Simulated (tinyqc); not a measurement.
Worked calculation (part 1 of 2): UKS/PBE0 in the sto-3g basis, for LiH+, spin multiplicity 2. Computed by tinyqc, a small Python program that keeps every step (integrals from PySCF). Settings: charge = 1, multiplicity = 2, basis = sto-3g, energy threshold = 1e-10, iteration cap = 75, orthogonalisation = symmetric, start = core, DIIS depth = 6, damping = 0.7, method = UKS, functional = pbe0, grid = [20, 86]. Command: `OMP_NUM_THREADS=1 python tinyqc.py 31454 31455 out.jsonl` (the two numbers bound the seeds that draw the settings). One thread of a shared host (Intel(R) Xeon(R) Processor @ 2.60GHz), about 2 s of CPU time with the checks. Later iterations appear only in the table of the cycle.

## One-electron integrals

Geometry (angstrom):
```
atom         x         y         z
Li    0.000000  0.000000  0.000000
H     0.000000  0.000000  2.523000
```

Basis sto-3g: exponents (1/bohr^2) and contraction coefficients of normalised primitives:
```
element  l (shell)   exponent  coefficient
Li           s (1)  16.119575     0.154329
Li           s (1)   2.936201     0.535328
Li           s (1)   0.794651     0.444635
Li           s (2)   0.636290    -0.099967
Li           s (2)   0.147860     0.399513
Li           s (2)   0.048089     0.700115
Li           p (3)   0.636290     0.155916
Li           p (3)   0.147860     0.607684
Li           p (3)   0.048089     0.391957
H            s (1)   3.425251     0.154329
H            s (1)   0.623914     0.535328
H            s (1)   0.168855     0.444635
```

Overlap, kinetic and nuclear-attraction integrals over the contracted functions; the nuclear repulsion is the sum of Za Zb / Rab.

nuclear repulsion = 0.62922379 hartree

overlap S, lower triangle:
```
           1Li 1s    1Li 2s   1Li 2px   1Li 2py   1Li 2pz     2H 1s
1Li 1s   1.000000
1Li 2s   0.241137  1.000000
1Li 2px  0.000000  0.000000  1.000000
1Li 2py  0.000000  0.000000  0.000000  1.000000
1Li 2pz  0.000000  0.000000  0.000000  0.000000  1.000000
2H 1s    0.007683  0.193464  0.000000  0.000000  0.290831  1.000000
```

kinetic energy T (hartree), lower triangle:
```
            1Li 1s    1Li 2s   1Li 2px   1Li 2py   1Li 2pz     2H 1s
1Li 1s    3.576786
1Li 2s   -0.020237  0.102163
1Li 2px   0.000000  0.000000  0.319682
1Li 2py   0.000000  0.000000  0.000000  0.319682
1Li 2pz   0.000000  0.000000  0.000000  0.000000  0.319682
2H 1s    -0.004378  0.003497  0.000000  0.000000  0.024745  0.760032
```

nuclear attraction V (hartree), lower triangle:
```
            1Li 1s     1Li 2s    1Li 2px    1Li 2py    1Li 2pz      2H 1s
1Li 1s   -8.192623
1Li 2s   -1.014919  -1.412635
1Li 2px   0.000000   0.000000  -1.385835
1Li 2py   0.000000   0.000000   0.000000  -1.385835
1Li 2pz  -0.006477  -0.072030   0.000000   0.000000  -1.436950
2H 1s    -0.029629  -0.278553   0.000000   0.000000  -0.422469  -1.855826
```

core Hamiltonian H = T + V (hartree), lower triangle:
```
            1Li 1s     1Li 2s    1Li 2px    1Li 2py    1Li 2pz      2H 1s
1Li 1s   -4.615836
1Li 2s   -1.035157  -1.310472
1Li 2px   0.000000   0.000000  -1.066154
1Li 2py   0.000000   0.000000   0.000000  -1.066154
1Li 2pz  -0.006477  -0.072030   0.000000   0.000000  -1.117268
2H 1s    -0.034006  -0.275055   0.000000   0.000000  -0.397724  -1.095795
```

## Two-electron integrals

Functions are numbered as in S; the eight-fold symmetry (ij|kl) = (ji|kl) = (kl|ij) leaves the list below.

Two-electron integrals (ij|kl) in chemists' order, unique and non-zero (hartree):
```
(11|11) 1.680395   (21|11) 0.265420   (21|21) 0.049941   (22|11) 0.397727
(22|21) 0.092860   (22|22) 0.290562   (31|31) 0.008981   (32|31) 0.013788
(32|32) 0.064184   (33|11) 0.396640   (33|21) 0.092880   (33|22) 0.290497
(33|33) 0.312946   (41|41) 0.008981   (42|41) 0.013788   (42|42) 0.064184
(43|43) 0.016869   (44|11) 0.396640   (44|21) 0.092880   (44|22) 0.290497
(44|33) 0.279207   (44|44) 0.312946   (51|51) 0.008981   (52|51) 0.013788
(52|52) 0.064184   (53|53) 0.016869   (54|54) 0.016869   (55|11) 0.396640
(55|21) 0.092880   (55|22) 0.290497   (55|33) 0.279207   (55|44) 0.279207
(55|55) 0.312946   (61|11) 0.007768   (61|21) 0.001495   (61|22) 0.002919
(61|33) 0.002876   (61|44) 0.002876   (61|51) 0.000221   (61|52) 0.000439
(61|55) 0.003006   (61|61) 0.000051   (62|11) 0.051383   (62|21) 0.012300
(62|22) 0.045610   (62|33) 0.042862   (62|44) 0.042862   (62|51) 0.001789
(62|52) 0.014512   (62|55) 0.051059   (62|61) 0.000465   (62|62) 0.016598
(63|31) 0.000556   (63|32) 0.003424   (63|53) 0.001721   (63|63) 0.000694
(64|41) 0.000556   (64|42) 0.003424   (64|54) 0.001721   (64|64) 0.000694
(65|11) 0.074379   (65|21) 0.017868   (65|22) 0.067410   (65|33) 0.062882
(65|44) 0.062882   (65|51) 0.002749   (65|52) 0.022552   (65|55) 0.076399
(65|61) 0.000685   (65|62) 0.025864   (65|65) 0.040425   (66|11) 0.209733
(66|21) 0.050569   (66|22) 0.203872   (66|33) 0.188426   (66|44) 0.188426
(66|51) 0.006467   (66|52) 0.068947   (66|55) 0.234511   (66|61) 0.001893
(66|62) 0.101060   (66|65) 0.160293   (66|66) 0.774606
```

## Orthogonalisation

S = U s U^T; symmetric (Loewdin) form X = U s^(-1/2) U^T, so that X^T S X = 1.

eigenvalues of S: 0.620225  0.813663  1.000000  1.000000  1.179998  1.386114

X, lower triangle:
```
            1Li 1s     1Li 2s   1Li 2px   1Li 2py    1Li 2pz     2H 1s
1Li 1s    1.023262
1Li 2s   -0.127906   1.039375
1Li 2px   0.000000   0.000000  1.000000
1Li 2py   0.000000   0.000000  0.000000  1.000000
1Li 2pz  -0.003965   0.024064  0.000000  0.000000   1.034895
2H 1s     0.015783  -0.108279  0.000000  0.000000  -0.157831  1.050799
```

## Starting guess

The start is the orbitals of the core Hamiltonian; D(s) = C_occ C_occ^T for each spin.

D(alpha) at the start, lower triangle:
```
            1Li 1s    1Li 2s   1Li 2px   1Li 2py   1Li 2pz     2H 1s
1Li 1s    1.032235
1Li 2s   -0.118518  0.420467
1Li 2px   0.000000  0.000000  0.000000
1Li 2py   0.000000  0.000000  0.000000  0.000000
1Li 2pz  -0.079169  0.355646  0.000000  0.000000  0.301263
2H 1s    -0.044791  0.217361  0.000000  0.000000  0.184199  0.112636
```

D(beta) at the start, lower triangle:
```
            1Li 1s     1Li 2s   1Li 2px   1Li 2py   1Li 2pz     2H 1s
1Li 1s    1.011255
1Li 2s   -0.024663   0.000602
1Li 2px   0.000000   0.000000  0.000000
1Li 2py   0.000000   0.000000  0.000000  0.000000
1Li 2pz   0.000333  -0.000008  0.000000  0.000000  0.000000
2H 1s     0.003818  -0.000093  0.000000  0.000000  0.000001  0.000014
```

## Iteration 1: exchange-correlation on the grid

Becke grid with 20 radial and 86 angular points per atom, points of zero weight dropped. rho = sum D_ij phi_i phi_j; V_xc,ij = sum w v_xc phi_i phi_j plus the gradient terms; v_xc is d(rho eps)/d rho(s) for spin s at fixed gradient. Exact exchange is left to K.

The 12 grid points with the largest w rho, of 3431 (bohr, atomic units):
```
x                  y          z         w  rho(alpha)  rho(beta)     eps_xc  v_xc(alpha)
0.000000    0.000000   2.767972  0.682030    0.012551   2.60e-07  -0.183110    -0.240612
-1.035894   0.000000   2.566826  0.775953    0.009805   3.79e-07  -0.168951    -0.221606
0.000000    1.035894   2.566826  0.775953    0.009805   3.79e-07  -0.168951    -0.221606
0.000000   -1.035894   2.566826  0.775953    0.009805   3.79e-07  -0.168951    -0.221606
1.035894    0.000000   2.566826  0.775953    0.009805   3.79e-07  -0.168951    -0.221606
0.284565    0.284565  -0.284565  0.008190    0.440143   0.433979  -0.626200    -0.720766
-0.284565  -0.284565  -0.284565  0.008190    0.440143   0.433979  -0.626200    -0.720766
-0.284565   0.284565  -0.284565  0.008190    0.440143   0.433979  -0.626200    -0.720766
0.284565   -0.284565  -0.284565  0.008190    0.440143   0.433979  -0.626200    -0.720766
0.093186    0.342234  -0.342234  0.008143    0.441162   0.433973  -0.626324    -0.721458
-0.093186  -0.342234  -0.342234  0.008143    0.441162   0.433973  -0.626324    -0.721458
0.342234    0.093186  -0.342234  0.008143    0.441162   0.433973  -0.626324    -0.721458
```

electrons on the grid, sum of w rho = 3.000024

E_xc = sum of w rho eps_xc = -1.44000249 hartree

V_xc(alpha) (hartree), lower triangle:
```
            1Li 1s     1Li 2s    1Li 2px    1Li 2py    1Li 2pz      2H 1s
1Li 1s   -0.826304
1Li 2s   -0.106993  -0.129034
1Li 2px   0.000000   0.000000  -0.122332
1Li 2py   0.000000   0.000000   0.000000  -0.122332
1Li 2pz  -0.003076  -0.045124   0.000000   0.000000  -0.138523
2H 1s    -0.003244  -0.037198   0.000000   0.000000  -0.057217  -0.245227
```

V_xc(beta) (hartree), lower triangle:
```
            1Li 1s     1Li 2s    1Li 2px    1Li 2py    1Li 2pz     2H 1s
1Li 1s   -0.822142
1Li 2s   -0.104602  -0.058149
1Li 2px   0.000000   0.000000  -0.060558
1Li 2py   0.000000   0.000000   0.000000  -0.060558
1Li 2pz  -0.001465   0.002612   0.000000   0.000000  -0.050732
2H 1s    -0.003037   0.026702   0.000000   0.000000   0.046241  0.232577
```

## Iteration 1: building the Kohn-Sham matrix

J_ij = sum D_kl (ij|kl) with D = D(alpha) + D(beta), K_ij = sum D_kl (ik|jl) for each spin; F = H + J - 0.25 K(s) + V_xc; E = tr D H + tr D J / 2 - 0.125 sum_s tr D(s) K(s) + E_xc + E_nn.

Coulomb J (hartree), lower triangle:
```
           1Li 1s    1Li 2s   1Li 2px   1Li 2py   1Li 2pz     2H 1s
1Li 1s   3.717547
1Li 2s   0.612666  1.063402
1Li 2px  0.000000  0.000000  1.053147
1Li 2py  0.000000  0.000000  0.000000  1.053147
1Li 2pz  0.010892  0.065824  0.000000  0.000000  1.077034
2H 1s    0.018522  0.174193  0.000000  0.000000  0.258017  0.808692
```

exchange K(alpha) (hartree), lower triangle:
```
           1Li 1s    1Li 2s   1Li 2px   1Li 2py   1Li 2pz     2H 1s
1Li 1s   1.695394
1Li 2s   0.265520  0.196990
1Li 2px  0.000000  0.000000  0.040223
1Li 2py  0.000000  0.000000  0.000000  0.040223
1Li 2pz  0.007599  0.151095  0.000000  0.000000  0.169525
2H 1s    0.012063  0.127880  0.000000  0.000000  0.143792  0.227452
```

exchange K(beta) (hartree), lower triangle:
```
           1Li 1s    1Li 2s   1Li 2px   1Li 2py   1Li 2pz     2H 1s
1Li 1s   1.686305
1Li 2s   0.257623  0.046184
1Li 2px  0.000000  0.000000  0.008445
1Li 2py  0.000000  0.000000  0.000000  0.008445
1Li 2pz  0.000417  0.000101  0.000000  0.000000  0.008458
2H 1s    0.007380  0.001346  0.000000  0.000000  0.000200  0.000046
```

F(alpha) (hartree), lower triangle:
```
            1Li 1s     1Li 2s    1Li 2px    1Li 2py    1Li 2pz      2H 1s
1Li 1s   -2.148442
1Li 2s   -0.595864  -0.425351
1Li 2px   0.000000   0.000000  -0.145395
1Li 2py   0.000000   0.000000   0.000000  -0.145395
1Li 2pz  -0.000562  -0.089103   0.000000   0.000000  -0.221138
2H 1s    -0.021745  -0.170030   0.000000   0.000000  -0.232872  -0.589192
```

F(beta) (hartree), lower triangle:
```
            1Li 1s     1Li 2s    1Li 2px    1Li 2py    1Li 2pz      2H 1s
1Li 1s   -2.142008
1Li 2s   -0.591498  -0.316764
1Li 2px   0.000000   0.000000  -0.075676
1Li 2py   0.000000   0.000000   0.000000  -0.075676
1Li 2pz   0.002845  -0.003619   0.000000   0.000000  -0.093080
2H 1s    -0.020367  -0.074497   0.000000   0.000000  -0.093516  -0.054537
```

total energy of this density = -7.49169853 hartree

This density is the starting one.

## Iteration 1: diagonalisation and new density

Diagonalise F' = X^T F X, C = X C', fill 2 alpha and 1 beta electrons from the bottom; D(s) = C_occ C_occ^T; the new density keeps 0.7 of the old one (damping). Each column has its largest component positive (the first on a tie).

F' = X^T F X (alpha) (hartree), lower triangle:
```
           1          2          3          4          5          6
1  -2.100765
2  -0.306967  -0.308831
3   0.000000   0.000000  -0.145395
4   0.000000   0.000000   0.000000  -0.145395
5   0.004702  -0.063969   0.000000   0.000000  -0.178780
6   0.016286  -0.077709   0.000000   0.000000  -0.121190  -0.547396
```

orbital energies (alpha) (hartree): MO1 -2.151915, MO2 -0.609205, MO3 -0.245702, MO4 -0.145395, MO5 -0.145395, MO6 -0.128951

coefficients C (alpha):
```
               MO1        MO2        MO3       MO4        MO5        MO6
1Li 1s    0.988293  -0.062754  -0.274495  0.000000   0.000000   0.087648
1Li 2s    0.044879   0.181131   0.991282  0.000000   0.000000  -0.302491
1Li 2px   0.000000   0.000000   0.000000  0.175734   0.984438   0.000000
1Li 2py   0.000000   0.000000   0.000000  0.984438  -0.175734   0.000000
1Li 2pz   0.003296   0.169155   0.335325  0.000000   0.000000   0.977469
2H 1s    -0.004606   0.889454  -0.495221  0.000000   0.000000  -0.323526
```

F' = X^T F X (beta) (hartree), lower triangle:
```
           1          2          3          4          5          6
1  -2.093559
2  -0.316138  -0.204173
3   0.000000   0.000000  -0.075676
4   0.000000   0.000000   0.000000  -0.075676
5  -0.001017   0.010557   0.000000   0.000000  -0.070266
6   0.015112  -0.054129   0.000000   0.000000  -0.081850  -0.017605
```

orbital energies (beta) (hartree): MO1 -2.145072, MO2 -0.177233, MO3 -0.118263, MO4 -0.075676, MO5 -0.075676, MO6 0.054965

coefficients C (beta):
```
               MO1        MO2        MO3        MO4       MO5        MO6
1Li 1s    0.989363  -0.245893   0.129198   0.000000  0.000000   0.087718
1Li 2s    0.041077   0.870473  -0.472940   0.000000  0.000000  -0.354795
1Li 2px   0.000000   0.000000   0.000000   0.710022  0.704179   0.000000
1Li 2py   0.000000   0.000000   0.000000  -0.704179  0.710022   0.000000
1Li 2pz  -0.000049   0.203789   0.754864   0.000000  0.000000  -0.696537
2H 1s    -0.004839   0.316884   0.356696   0.000000  0.000000   0.955715
```

D(alpha) after iteration 1, lower triangle:
```
            1Li 1s    1Li 2s   1Li 2px   1Li 2py   1Li 2pz     2H 1s
1Li 1s    1.016763
1Li 2s   -0.073067  0.304774
1Li 2px   0.000000  0.000000  0.000000
1Li 2py   0.000000  0.000000  0.000000  0.000000
1Li 2pz  -0.057625  0.258189  0.000000  0.000000  0.219472
2H 1s    -0.049465  0.200423  0.000000  0.000000  0.174072  0.316190
```

D(beta) after iteration 1, lower triangle:
```
            1Li 1s     1Li 2s   1Li 2px   1Li 2py   1Li 2pz     2H 1s
1Li 1s    1.001531
1Li 2s   -0.005072   0.000927
1Li 2px   0.000000   0.000000  0.000000
1Li 2py   0.000000   0.000000  0.000000  0.000000
1Li 2pz   0.000219  -0.000006  0.000000  0.000000  0.000000
2H 1s     0.001236  -0.000125  0.000000  0.000000  0.000001  0.000017
```

Within a degenerate level the vectors are fixed only up to a rotation; this is one choice.

## Iteration 2: exchange-correlation on the grid

As before.

The 12 grid points with the largest w rho, of 3431 (bohr, atomic units):
```
x                  y          z         w  rho(alpha)  rho(beta)     eps_xc  v_xc(alpha)
0.000000    0.000000   2.767972  0.682030    0.010917   2.24e-06  -0.175301    -0.230298
0.284565   -0.284565  -0.284565  0.008190    0.436135   0.431659  -0.624746    -0.718787
-0.284565  -0.284565  -0.284565  0.008190    0.436135   0.431659  -0.624746    -0.718787
-0.284565   0.284565  -0.284565  0.008190    0.436135   0.431659  -0.624746    -0.718787
0.284565    0.284565  -0.284565  0.008190    0.436135   0.431659  -0.624746    -0.718787
-0.342234  -0.093186  -0.342234  0.008143    0.436879   0.431655  -0.624836    -0.719295
0.093186   -0.342234  -0.342234  0.008143    0.436879   0.431655  -0.624836    -0.719295
-0.342234   0.093186  -0.342234  0.008143    0.436879   0.431655  -0.624836    -0.719295
-0.093186  -0.342234  -0.342234  0.008143    0.436879   0.431655  -0.624836    -0.719295
0.342234   -0.093186  -0.342234  0.008143    0.436879   0.431655  -0.624836    -0.719295
0.342234    0.093186  -0.342234  0.008143    0.436879   0.431655  -0.624836    -0.719295
-0.093186   0.342234  -0.342234  0.008143    0.436879   0.431655  -0.624836    -0.719295
```

electrons on the grid, sum of w rho = 3.000130

E_xc = sum of w rho eps_xc = -1.45168561 hartree

V_xc(alpha) (hartree), lower triangle:
```
            1Li 1s     1Li 2s    1Li 2px    1Li 2py    1Li 2pz      2H 1s
1Li 1s   -0.824139
1Li 2s   -0.106416  -0.122438
1Li 2px   0.000000   0.000000  -0.115384
1Li 2py   0.000000   0.000000   0.000000  -0.115384
1Li 2pz  -0.002487  -0.040561   0.000000   0.000000  -0.132861
2H 1s    -0.003189  -0.039532   0.000000   0.000000  -0.061477  -0.292237
```

V_xc(beta) (hartree), lower triangle:
```
            1Li 1s     1Li 2s    1Li 2px    1Li 2py    1Li 2pz     2H 1s
1Li 1s   -0.820811
1Li 2s   -0.104501  -0.069505
1Li 2px   0.000000   0.000000  -0.069768
1Li 2py   0.000000   0.000000   0.000000  -0.069768
1Li 2pz  -0.001126  -0.005243   0.000000   0.000000  -0.065849
2H 1s    -0.003032   0.020067   0.000000   0.000000   0.036005  0.251567
```

## Iteration 2: building the Kohn-Sham matrix

As before.

Coulomb J (hartree), lower triangle:
```
           1Li 1s    1Li 2s   1Li 2px   1Li 2py   1Li 2pz     2H 1s
1Li 1s   3.670736
1Li 2s   0.603657  1.046723
1Li 2px  0.000000  0.000000  1.034470
1Li 2py  0.000000  0.000000  0.000000  1.034470
1Li 2pz  0.009786  0.066984  0.000000  0.000000  1.064424
2H 1s    0.018217  0.181786  0.000000  0.000000  0.271085  0.905095
```

exchange K(alpha) (hartree), lower triangle:
```
           1Li 1s    1Li 2s   1Li 2px   1Li 2py   1Li 2pz     2H 1s
1Li 1s   1.686892
1Li 2s   0.269457  0.167217
1Li 2px  0.000000  0.000000  0.032517
1Li 2py  0.000000  0.000000  0.000000  0.032517
1Li 2pz  0.005364  0.121866  0.000000  0.000000  0.143509
2H 1s    0.010858  0.129476  0.000000  0.000000  0.157116  0.368241
```

exchange K(beta) (hartree), lower triangle:
```
           1Li 1s    1Li 2s   1Li 2px   1Li 2py   1Li 2pz     2H 1s
1Li 1s   1.680340
1Li 2s   0.263705  0.049365
1Li 2px  0.000000  0.000000  0.008915
1Li 2py  0.000000  0.000000  0.000000  0.008915
1Li 2pz  0.000178  0.000036  0.000000  0.000000  0.008917
2H 1s    0.007792  0.001504  0.000000  0.000000  0.000224  0.000055
```

F(alpha) (hartree), lower triangle:
```
            1Li 1s     1Li 2s    1Li 2px    1Li 2py    1Li 2pz      2H 1s
1Li 1s   -2.190962
1Li 2s   -0.605280  -0.427992
1Li 2px   0.000000   0.000000  -0.155197
1Li 2py   0.000000   0.000000   0.000000  -0.155197
1Li 2pz  -0.000519  -0.076074   0.000000   0.000000  -0.221583
2H 1s    -0.021693  -0.165170   0.000000   0.000000  -0.227395  -0.574997
```

F(beta) (hartree), lower triangle:
```
            1Li 1s     1Li 2s    1Li 2px    1Li 2py    1Li 2pz     2H 1s
1Li 1s   -2.185997
1Li 2s   -0.601927  -0.345595
1Li 2px   0.000000   0.000000  -0.103681
1Li 2py   0.000000   0.000000   0.000000  -0.103681
1Li 2pz   0.002138  -0.010298   0.000000   0.000000  -0.120922
2H 1s    -0.020770  -0.073579   0.000000   0.000000  -0.090690  0.060854
```

total energy of this density = -7.53980261 hartree

This density is a damped mixture and is not idempotent.

## Iteration 2: DIIS over 2 matrices

error matrix X^T (FDS - SDF) X (alpha):
```
           1          2         3         4          5          6
1   0.000000   0.051239  0.000000  0.000000  -0.032031  -0.039720
2  -0.051239   0.000000  0.000000  0.000000  -0.012885   0.088132
3   0.000000   0.000000  0.000000  0.000000   0.000000   0.000000
4   0.000000   0.000000  0.000000  0.000000   0.000000   0.000000
5   0.032031   0.012885  0.000000  0.000000   0.000000   0.088996
6   0.039720  -0.088132  0.000000  0.000000  -0.088996   0.000000
```

B (overlaps of the stored error matrices):
```
               1              2
1  1.1845888e-01  8.2411332e-02
2  8.2411332e-02  5.7336870e-02
```

Minimise |sum c_i e_i|^2 with sum c_i = 1: solve [B -1; -1 0][c; lambda] = [0; -1] with B_ij = tr e_i^T e_j summed over both spins, and take F = sum c_i F_i.

DIIS coefficients: -2.285086  3.285086

extrapolated F(alpha) (hartree), lower triangle:
```
            1Li 1s     1Li 2s    1Li 2px    1Li 2py    1Li 2pz      2H 1s
1Li 1s   -2.288125
1Li 2s   -0.626795  -0.434027
1Li 2px   0.000000   0.000000  -0.177595
1Li 2py   0.000000   0.000000   0.000000  -0.177595
1Li 2pz  -0.000423  -0.046300   0.000000   0.000000  -0.222598
2H 1s    -0.021575  -0.154065   0.000000   0.000000  -0.214880  -0.542559
```

extrapolated F(beta) (hartree), lower triangle:
```
            1Li 1s     1Li 2s    1Li 2px    1Li 2py    1Li 2pz     2H 1s
1Li 1s   -2.286514
1Li 2s   -0.625756  -0.411478
1Li 2px   0.000000   0.000000  -0.167676
1Li 2py   0.000000   0.000000   0.000000  -0.167676
1Li 2pz   0.000524  -0.025561   0.000000   0.000000  -0.184544
2H 1s    -0.021691  -0.071480   0.000000   0.000000  -0.084231  0.324532
```
